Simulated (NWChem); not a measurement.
# UB3LYP/6-31G(d) (spherical functions) run of [CF2]+ (SMILES F[C+]F)

What is the energy change on altering one bond length of [CF2]+ at UB3LYP/6-31G* (spherical functions)? 

The results are computed with NWChem 7.3.0.

2 further runs of the same task are left out: 1 that didn't finish, 1 set aside as unsound or not needed. Runs told in other sessions of the task aren't counted.

## (1) The molecule

[CF2]+ has 3 atoms, charge +1, and is taken as a doublet. SMILES: `F[C+]F`. The shape is that of a PBE0-D4/def2-TZVP optimisation.

Bond lengths: F1–C2 1.214 Å, C2–F3 1.214 Å. Angles: F1–C2–F3 124.6°.

## (2) Energy and gradient at UB3LYP/6-31G(d) (spherical functions)

Input file nw.nw:

```
start nw
title "CF2"
memory 2200 mb
charge 1
geometry noautosym nocenter noautoz
 F      0.379110     0.972980     0.316190
 C      0.275710    -0.221360     0.127270
 F     -0.654830    -0.751620    -0.443470
end
basis "ao basis" spherical bse
 F library 6-31G*
 C library 6-31G*
end
dft
 xc b3lyp
 mult 2
 grid xfine
 convergence energy 1e-08
 maxiter 100
 mulliken
end
task dft gradient
```

Started as:

```console
$ nwchem nw.nw > nw.out
```

Output:

```text
[...]
          Wavefunction type:  spin polarized.
          No. of atoms     :     3
          No. of electrons :    23
[...]
          Charge           :     1
          Spin multiplicity:     2
[...]
          AO basis - number of functions:    42
[...]
              XC Information
              --------------
                         B3LYP Method XC Potential
                     Hartree-Fock (Exact) Exchange  0.200
                        Slater Exchange Functional  0.800 local
                    Becke 1988 Exchange Functional  0.720 non-local
              Lee-Yang-Parr Correlation Functional  0.810
                  VWN I RPA Correlation Functional  0.190 local
[...]
 d= 0,ls=0.0,diis     1   -237.0521215427 -3.04D+02  2.14D-02  6.44D-01     0.7
[...]
 d= 0,ls=0.0,diis     9   -237.2813330202 -7.78D-09  1.16D-06  7.68D-09     5.6
[...]
         Total DFT energy =     -237.281333020211
      One electron energy =     -452.501022590533
           Coulomb energy =      174.112747336164
    Exchange-Corr. energy =      -25.926319314660
 Nuclear repulsion energy =       67.033261548817
[...]
      Total Density - Mulliken Population Analysis
     ---------------------------------------------
    Atom       Charge   Shell Charges
 -----------   ------   -------------------------------------------------------
    1 F    9     8.93   2.00  0.97  3.28  0.96  1.70  0.03
    2 C    6     5.13   2.00  0.74  1.66  0.35  0.24  0.14
    3 F    9     8.93   2.00  0.97  3.28  0.96  1.70  0.03
[...]
      <S2> =      0.7524 (Exact =     0.7500)
[...]
  wavefunction    = open shell
                         DFT ENERGY GRADIENTS
    atom               coordinates                        gradient
                 x          y          z           x          y          z
   1 F       0.716414   1.838666   0.597512   -0.002528  -0.022519  -0.003880
   2 C       0.521016  -0.418310   0.240505   -0.014820   0.011891  -0.006842
   3 F      -1.237449  -1.420356  -0.838037    0.017348   0.010628   0.010722
[...]
```

Wall time 7.2 s (1 thread of Intel Xeon Platinum 8488C (Sapphire Rapids), shared host); peak memory 0.12 GiB.

## (3) The distorted shape: a single-point energy at UB3LYP/6-31G(d) (spherical functions)

Input file work.xyz:

```xyz
3

F      1.123558     1.397197     0.772792
C      1.020158     0.202857     0.583872
F     -0.654830    -0.751620    -0.443470
```

Input file run.py:

```python
from ase.io import read
from ase.calculators.nwchem import NWChem

mol = read('work.xyz')

calc = NWChem(
    label='work',
    theory='dft',
    memory='2200 mb',
    basis='6-31G*',
    basispar='spherical bse',
    charge=1,
    dft={'xc': 'b3lyp', 'mult': '2', 'grid': 'xfine', 'convergence': 'energy 1e-08', 'iterations': '100', 'mulliken': None},
    task='energy',
)
mol.calc = calc

e = mol.get_potential_energy()
print(f"E = {e:.6f} eV")
```

Started as:

```console
$ export ASE_NWCHEM_COMMAND="nwchem PREFIX.nwi > PREFIX.nwo"
$ python run.py
```

Output:

```text
E = -6453.447796 eV
```

The calculator wrote work.nwi:

```
title "work"

permanent_dir work

scratch_dir work

start work

geometry units angstrom nocenter noautosym noautoz
  F  1.1235580000000001e+00 1.3971970000000000e+00 7.7279200000000003e-01
  C  1.0201579999999999e+00 2.0285700000000001e-01 5.8387199999999995e-01
  F  -6.5483000000000002e-01 -7.5161999999999995e-01 -4.4346999999999998e-01
end

charge 1

memory 2200 mb

basis spherical bse noprint
   * library 6-31G*
end

dft
  xc b3lyp
  mult 2
  grid xfine
  convergence energy 1e-08
  iterations 100
  mulliken
end

task dft energy
```

work.nwo:

```text
Northwest Computational Chemistry Package (NWChem) 7.3.0
             --------------------------------------------------------

           Job information
           ---------------

    nwchem branch   = 7.3.0
    use scalapack   = T
    input           = work.nwi
    prefix          = work.
    data base       = work/work.db
    status          = startup
    nproc           =        1

           Memory information
           ------------------

    heap     =     72089594 doubles =      550.0 Mbytes
    stack    =     72089599 doubles =      550.0 Mbytes
    global   =    144179200 doubles =     1100.0 Mbytes (distinct from heap & stack)
    total    =    288358393 doubles =     2200.0 Mbytes
    verify   = yes
    hardfail = no

           Directory information
           ---------------------

  0 permanent = work
  0 scratch   = work

                                NWChem Input Module
                                -------------------

                                       work
                                       ----

 Scaling coordinates for geometry "geometry" by  1.889725989
 (inverse scale =  0.529177249)

                             Geometry "geometry" -> ""
                             -------------------------

 Output coordinates in angstroms (scale by  1.889725989 to convert to a.u.)

[... 14 lines left out ...]
            Nuclear Dipole moment (a.u.)
[... 39 lines left out ...]
  convergence criterion.
[... 16 lines left out ...]
          Convergence on density requested:  1.00D-05
[... 22 lines left out ...]
          Spatial weights used:  Erf1
[... 3 lines left out ...]
          Convergence aids based upon iterative change in
[... 96 lines left out ...]
         Total DFT energy =     -237.159834131678
[... 1 line left out ...]
           Coulomb energy =      159.097916673771
[... 1 line left out ...]
 Nuclear repulsion energy =       50.713382801573
[... 307 lines left out ...]
                     DFT Final Beta Molecular Orbital Analysis
[... 346 lines left out ...]
   alpha     11     12     13     14     15     16     17     18     19     20
    beta     10     11     13     14     15     16     17     18     19     20
 overlap   1.000  0.977  1.000  0.973  0.999  1.000  0.999  0.999  0.999  0.981

   alpha     21     22     23     24     25     26     27     28     29     30
    beta     21     22     24     23     25     26     27     28     29     30
 overlap   0.978  0.998  0.709  0.998  0.712  0.993  1.000  0.997  1.000  0.994

   alpha     31     32     33     34     35     36     37     38     39     40
    beta     31     32     33     34     35     37     36     38     39     40
 overlap   0.974  0.966  0.811  0.775  0.915  0.940  0.934  0.992  0.995  1.000

   alpha     41     42
    beta     41     42
 overlap   1.000  1.000

     --------------------------
     Expectation value of S2:
     --------------------------
      <S2> =      0.7533 (Exact =     0.7500)

 center of mass
 --------------
 x =   0.79929103 y =   0.55558529 z =   0.50130288

 moments of inertia (a.u.)
 ------------------
         213.005839357507        -126.562328331045         -84.101508849495
        -126.562328331045         183.298477393441         -87.019260227872
         -84.101508849495         -87.019260227872         284.495726015661

     Multipole analysis of the density
     ---------------------------------

     L   x y z        total         alpha         beta         nuclear
     -   - - -        -----         -----         ----         -------
     0   0 0 0      1.000000    -12.000000    -11.000000     24.000000

     1   1 0 0      1.548522     -8.380969     -9.609332     19.538822
[... 8 lines of this table left out ...]
     2   0 0 2     -7.766318    -20.800105    -19.785356     32.819142

 Task  times  cpu:       14.5s     wall:       14.5s
 Total times  cpu:       14.6s     wall:       14.6s
```

Run time: 16 s. Hardware: 1 thread of Intel Xeon Platinum 8488C (Sapphire Rapids), shared host; peak memory 0.12 GiB.

## (4) Outcome

At UB3LYP/6-31G* (spherical functions):

| quantity | value |
| --- | --- |
| first shape: total energy | -237.28133 Eh |
| first shape: HOMO energy (highest over α and β) | -18.66 eV |
| first shape: LUMO energy (lowest over α and β) | -13.54 eV |
| first shape: ⟨S²⟩ | 0.752 |
| first shape: largest force on an atom | 1.183 eV/Å |
| distorted shape: total energy | -237.15983 Eh |
| distorted shape: HOMO energy (highest over α and β) | -18.32 eV |
| distorted shape: LUMO energy (lowest over α and β) | -13.83 eV |
| distorted shape: ⟨S²⟩ | 0.753 |
| energy change with the C2–F3 bond stretched from 1.214 to 2.185 Å | 3.306 eV |

With the C2–F3 bond stretched from 1.214 to 2.185 Å the energy rises by 3.31 eV (319 kJ/mol). The first shape isn't relaxed at this level, so the change isn't measured from a minimum. The largest force (first shape) is 1.18 eV/Å: the shape isn't a stationary point for this species at this level.
